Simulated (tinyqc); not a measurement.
Worked calculation: UKS/PBE in the sto-3g basis, for BH2, spin multiplicity 2. One step of it, computed by the program tinyqc.

Question. Iteration 2: building the Kohn-Sham matrix. J_ij = sum D_kl (ij|kl) with D = D(alpha) + D(beta); F = H + J + V_xc; E = tr D H + tr D J / 2 + E_xc + E_nn.

D(alpha) after iteration 1, lower triangle:
```
            1B 1s      1B 2s    1B 2px     1B 2py    1B 2pz      2H 1s     3H 1s
1B 1s    1.044320
1B 2s   -0.164150   0.670340
1B 2px   0.000000   0.000000  0.000000
1B 2py  -0.001035   0.005435  0.000000   0.255028
1B 2pz   0.100401  -0.379393  0.000000  -0.005818  0.663478
2H 1s   -0.059430   0.083861  0.000000   0.205315  0.186230   0.445211
3H 1s   -0.062973   0.089295  0.000000  -0.205691  0.185717  -0.019083  0.428408
```

D(beta) after iteration 1, lower triangle:
```
            1B 1s      1B 2s    1B 2px     1B 2py    1B 2pz      2H 1s     3H 1s
1B 1s    1.013052
1B 2s   -0.051027   0.258933
1B 2px   0.000000   0.000000  0.000000
1B 2py   0.000619  -0.000740  0.000000   0.244097
1B 2pz  -0.032522   0.093165  0.000000   0.001396  0.036714
2H 1s   -0.090675   0.201082  0.000000   0.202545  0.069194   0.416226
3H 1s   -0.094227   0.206095  0.000000  -0.198989  0.069391  -0.066811  0.400323
```

core Hamiltonian H = T + V (hartree), lower triangle:
```
             1B 1s      1B 2s     1B 2px     1B 2py     1B 2pz      2H 1s      3H 1s
1B 1s   -13.102822
1B 2s    -3.397873  -4.179633
1B 2px    0.000000   0.000000  -3.321257
1B 2py    0.000777   0.005663   0.000000  -3.472477
1B 2pz   -0.012874  -0.119922   0.000000   0.002433  -3.359282
2H 1s    -0.559375  -1.423294   0.000000  -1.219137  -0.629120  -2.596584
3H 1s    -0.613396  -1.510025   0.000000   1.276352  -0.659032  -0.227309  -2.653041
```

Two-electron integrals (ij|kl) in chemists' order, unique and non-zero (hartree):
```
(11|11) 2.923513    (21|11) 0.518376    (21|21) 0.109262    (22|11) 0.744229
(22|21) 0.193177    (22|22) 0.544804    (31|31) 0.020264    (32|31) 0.029996
(32|32) 0.120346    (33|11) 0.742491    (33|21) 0.193240    (33|22) 0.544682
(33|33) 0.586773    (41|41) 0.020264    (42|41) 0.029996    (42|42) 0.120346
(43|43) 0.031630    (44|11) 0.742491    (44|21) 0.193240    (44|22) 0.544682
(44|33) 0.523513    (44|44) 0.586773    (51|51) 0.020264    (52|51) 0.029996
(52|52) 0.120346    (53|53) 0.031630    (54|54) 0.031630    (55|11) 0.742491
(55|21) 0.193240    (55|22) 0.544682    (55|33) 0.523513    (55|44) 0.523513
(55|55) 0.586773    (61|11) 0.083836    (61|21) 0.017619    (61|22) 0.031291
(61|33) 0.031144    (61|41) 0.001120    (61|42) 0.002079    (61|44) 0.031511
(61|51) 0.000561    (61|52) 0.001042    (61|54) 0.000184    (61|55) 0.031237
(61|61) 0.002928    (62|11) 0.215773    (62|21) 0.056957    (62|22) 0.178453
(62|33) 0.173226    (62|41) 0.005584    (62|42) 0.035015    (62|44) 0.185621
(62|51) 0.002799    (62|52) 0.017550    (62|54) 0.006213    (62|55) 0.176340
(62|61) 0.009810    (62|62) 0.083016    (63|31) 0.005507    (63|32) 0.026218
(63|43) 0.006410    (63|53) 0.003213    (63|63) 0.008755    (64|11) 0.185450
(64|21) 0.049578    (64|22) 0.163898    (64|33) 0.155256    (64|41) 0.009662
(64|42) 0.055362    (64|44) 0.178406    (64|51) 0.002082    (64|52) 0.014608
(64|54) 0.008390    (64|55) 0.157851    (64|61) 0.008920    (64|62) 0.089076
(64|64) 0.102389    (65|11) 0.092951    (65|21) 0.024849    (65|22) 0.082149
(65|33) 0.077818    (65|41) 0.002082    (65|42) 0.014608    (65|44) 0.082995
(65|51) 0.006551    (65|52) 0.033540    (65|54) 0.009005    (65|55) 0.085544
(65|61) 0.004471    (65|62) 0.044647    (65|64) 0.046932    (65|65) 0.032278
(66|11) 0.381998    (66|21) 0.102664    (66|22) 0.364862    (66|33) 0.343637
(66|41) 0.011685    (66|42) 0.098587    (66|44) 0.394151    (66|51) 0.005857
(66|52) 0.049414    (66|54) 0.025319    (66|55) 0.356327    (66|61) 0.017958
(66|62) 0.221657    (66|64) 0.257655    (66|65) 0.129142    (66|66) 0.774606
(71|11) 0.091970    (71|21) 0.019328    (71|22) 0.034318    (71|33) 0.034154
(71|41) -0.001238   (71|42) -0.002292   (71|44) 0.034562    (71|51) 0.000621
(71|52) 0.001150    (71|54) -0.000205   (71|55) 0.034257    (71|61) 0.003063
(71|62) 0.009794    (71|64) 0.008160    (71|65) 0.004482    (71|66) 0.017565
(71|71) 0.003525    (72|11) 0.230044    (72|21) 0.060688    (72|22) 0.189313
(72|33) 0.183823    (72|41) -0.005962   (72|42) -0.036898   (72|44) 0.196839
(72|51) 0.002991    (72|52) 0.018511    (72|54) -0.006530   (72|55) 0.187099
(72|61) 0.009516    (72|62) 0.055339    (72|64) 0.044771    (72|65) 0.029045
(72|66) 0.110627    (72|71) 0.011466    (72|72) 0.092157    (73|31) 0.005960
(73|32) 0.028140    (73|43) -0.006815   (73|53) 0.003419    (73|63) 0.005266
(73|73) 0.009915    (74|11) -0.195369   (74|21) -0.052210   (74|22) -0.171867
(74|33) -0.162768   (74|41) 0.010367    (74|42) 0.058617    (74|44) -0.187168
(74|51) -0.002211   (74|52) -0.015290   (74|54) 0.008822    (74|55) -0.165479
(74|61) -0.007826   (74|62) -0.044033   (74|64) -0.031657   (74|65) -0.022757
(74|66) -0.085072   (74|71) -0.010323   (74|72) -0.097846   (74|74) 0.111691
(75|11) 0.098013    (75|21) 0.026193    (75|22) 0.086222    (75|33) 0.081657
(75|41) -0.002211   (75|42) -0.015290   (75|44) 0.087060    (75|51) 0.007069
(75|52) 0.035811    (75|54) -0.009526   (75|55) 0.089855    (75|61) 0.004311
(75|62) 0.028823    (75|64) 0.022923    (75|65) 0.020059    (75|66) 0.059971
(75|71) 0.005179    (75|72) 0.049087    (75|74) -0.051059   (75|75) 0.035530
(76|11) 0.032030    (76|21) 0.008443    (76|22) 0.026503    (76|33) 0.025782
(76|41) 0.000008    (76|42) 0.000082    (76|44) 0.026717    (76|51) 0.000724
(76|52) 0.004507    (76|54) 0.000019    (76|55) 0.026984    (76|61) 0.001399
(76|62) 0.010184    (76|64) 0.009619    (76|65) 0.005982    (76|66) 0.024063
(76|71) 0.001533    (76|72) 0.010660    (76|74) -0.009901   (76|75) 0.006216
(76|76) 0.001599    (77|11) 0.393230    (77|21) 0.105644    (77|22) 0.373431
(77|33) 0.351466    (77|41) -0.012298   (77|42) -0.101786   (77|44) 0.403743
(77|51) 0.006170    (77|52) 0.051064    (77|54) -0.026226   (77|55) 0.364623
(77|61) 0.016470    (77|62) 0.106476    (77|64) 0.083126    (77|65) 0.058238
(77|66) 0.218428    (77|71) 0.020304    (77|72) 0.235081    (77|74) -0.270779
(77|75) 0.135844    (77|76) 0.024063    (77|77) 0.774606
```

nuclear repulsion = 4.12725269 hartree

V_xc(alpha) (hartree), lower triangle:
```
            1B 1s      1B 2s     1B 2px     1B 2py     1B 2pz      2H 1s      3H 1s
1B 1s   -1.887191
1B 2s   -0.286129  -0.463327
1B 2px   0.000000   0.000000  -0.405051
1B 2py   0.000049   0.000975   0.000000  -0.488489
1B 2pz   0.003228   0.014073   0.000000   0.001158  -0.485095
2H 1s   -0.046629  -0.169295   0.000000  -0.169299  -0.082580  -0.469580
3H 1s   -0.051178  -0.179377   0.000000   0.177517  -0.086676  -0.023806  -0.470960
```

V_xc(beta) (hartree), lower triangle:
```
            1B 1s      1B 2s     1B 2px     1B 2py     1B 2pz      2H 1s      3H 1s
1B 1s   -1.871420
1B 2s   -0.278353  -0.402715
1B 2px   0.000000   0.000000  -0.359619
1B 2py   0.000107   0.001747   0.000000  -0.457187
1B 2pz  -0.002395  -0.045226   0.000000   0.000331  -0.382127
2H 1s   -0.045670  -0.161289   0.000000  -0.165950  -0.086436  -0.464450
3H 1s   -0.050136  -0.170837   0.000000   0.174157  -0.090675  -0.022735  -0.465566
```

E_xc = sum of w rho eps_xc = -4.73142586 hartree

Give: Coulomb J; F(alpha); F(beta); total energy of this density.

Answer.

Coulomb J (hartree), lower triangle:
```
          1B 1s    1B 2s  1B 2px   1B 2py  1B 2pz   2H 1s   3H 1s
1B 1s    8.6349
1B 2s    1.7710   3.7789
1B 2px   0.0000   0.0000  3.6883
1B 2py  -0.0007  -0.0027  0.0000   3.8651
1B 2pz   0.0091   0.0992  0.0000  -0.0011  3.7703
2H 1s    0.2874   1.2892  0.0000   1.2104  0.6217  2.9007
3H 1s    0.3154   1.3653  0.0000  -1.2668  0.6513  0.1903  2.9385
```

F(alpha) (hartree), lower triangle:
```
          1B 1s    1B 2s   1B 2px   1B 2py   1B 2pz    2H 1s    3H 1s
1B 1s   -6.3551
1B 2s   -1.9130  -0.8641
1B 2px   0.0000   0.0000  -0.0380
1B 2py   0.0001   0.0039   0.0000  -0.0958
1B 2pz  -0.0006  -0.0066   0.0000   0.0025  -0.0740
2H 1s   -0.3186  -0.3034   0.0000  -0.1780  -0.0900  -0.1654
3H 1s   -0.3492  -0.3241   0.0000   0.1871  -0.0944  -0.0608  -0.1855
```

F(beta) (hartree), lower triangle:
```
          1B 1s    1B 2s  1B 2px   1B 2py   1B 2pz    2H 1s    3H 1s
1B 1s   -6.3394
1B 2s   -1.9052  -0.8035
1B 2px   0.0000   0.0000  0.0075
1B 2py   0.0002   0.0047  0.0000  -0.0645
1B 2pz  -0.0062  -0.0659  0.0000   0.0017   0.0289
2H 1s   -0.3176  -0.2954  0.0000  -0.1747  -0.0938  -0.1603
3H 1s   -0.3481  -0.3156  0.0000   0.1838  -0.0984  -0.0597  -0.1801
```

total energy of this density = -25.451739 hartree

This density is a damped mixture and is not idempotent.
